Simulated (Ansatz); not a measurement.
C2H3O, doublet in 6-31G: errors against UCCSDT(Q)

Geometry: MP2(full)/6-31G*, from the G2/97 set.

```
atom    x (Å)    y (Å)    z (Å)
   C  -1.0631  -0.7108   0.0000
   C  -0.0848   0.4433   0.0000
   H  -0.5404  -1.6708   0.0000
   H  -1.7024  -0.6262   0.8811
   H  -1.7024  -0.6262  -0.8811
   O   1.1103   0.3850   0.0000
```

Basis 6-31G; Ansatz 0.2.0. Only valence electrons are correlated (noble-gas cores frozen), which leaves 17 electrons in 30 orbitals. R marks a restricted (for open shells ROHF) determinant, U an unrestricted one. Active spaces: frontier = (9e, 9o) about the gap.

Full CI isn't at hand for all of this; UCCSDT(Q) serves as the reference, and is uncertain by about the last step of the cluster series. The frozen core follows each run's orbitals, which can shift R against U totals by a few meV.

For open shells CISD is restricted-active-space CI with the open shells as a complete middle space.

- UHF ⟨S²⟩: 0.776
- T1 diagnostic (RCCSD): 0.0228
- largest doubles amplitude (RCCSD): 0.088
- T1 diagnostic (UCCSD): 0.0229

```json
{"level": "UHF", "E − E(RHF) (eV)": "-0.0921"}
{"level": "RMP2", "E − E(RHF) (eV)": "-8.1369"}
{"level": "UMP2", "E − E(RHF) (eV)": "-8.0732"}
{"level": "RCCSD", "E − E(RHF) (eV)": "-8.5533"}
{"level": "UCCSD", "E − E(RHF) (eV)": "-8.5611"}
{"level": "RCCSD(T)", "E − E(RHF) (eV)": "-8.8200"}
{"level": "UCCSD(T)", "E − E(RHF) (eV)": "-8.8170"}
```

Problem. Estimate how far UCCSDT(Q) in 6-31G lies from RCCSD(T). The table doesn't fix it; the size of (T) and the diagnostics are the guide.

Solution. UCCSDT(Q) in 6-31G lies 51 meV below RCCSD(T), which is 19 % of the (T) step (-267 meV). The diagnostics are small and the rest is a small part of (T), but (T) is large here. The miss exceeds 1 kcal/mol.

The other levels:

```json
{"level": "CISD", "E − E(UCCSDT(Q)) (meV)": "1136", "share of correlation (%)": "87.19", "wall time": "3.1 s"}
{"level": "BCCD(T)", "E − E(UCCSDT(Q)) (meV)": "52", "share of correlation (%)": "99.41", "wall time": "1.8 s"}
{"level": "RCCSDT", "E − E(UCCSDT(Q)) (meV)": "30", "share of correlation (%)": "99.66", "wall time": "–"}
{"level": "UCCSDT", "E − E(UCCSDT(Q)) (meV)": "29", "share of correlation (%)": "99.67", "wall time": "–"}
{"level": "RCCSDT(Q)", "E − E(UCCSDT(Q)) (meV)": "5", "share of correlation (%)": "99.95", "wall time": "23 s"}
```

The correlation energy at UCCSDT(Q), counted from RHF, is -8.871 eV. That run took 19 s on 1 thread of AMD EPYC 7R13, shared host.

Run but not shown, since their state or frozen core can't be matched to the reference's or they repeat it: CASSCF (frontier space), NEVPT4(SD) (frontier space), MRCISD (frontier space), MRCISD+Q (frontier space).

Times hold each run's SCF and search for its determinant on a shared host, so for small cases they say little of a method's own cost; they ran on 1 thread of AMD EPYC 7R13.

Atomization energy (electronic, same basis, no zero-point term; atoms at the same level, unrestricted beside the R rows where the molecule is a closed shell, with restricted open-shell steps beyond CCSDT(Q)) at UCCSDT(Q): 2049.8 kJ/mol. Errors of other levels:

| level | error (kJ/mol) |
| --- | --- |
| RHF | -495.7 |
| UHF | -497.4 |
| RMP2 | 28.8 |
| UMP2 | 19.2 |
| CISD | -102.9 |
| RCCSD | -26.8 |
| UCCSD | -26.3 |
| RCCSD(T) | -3.8 |
| UCCSD(T) | -4.2 |
| BCCD(T) | -3.8 |
| RCCSDT | -2.6 |
| UCCSDT | -2.7 |
| RCCSDT(Q) | -0.2 |

This basis is far from its limit, so the value isn't to be set against a measured one. Truncated CI isn't size-consistent, which counts against it in atomization.
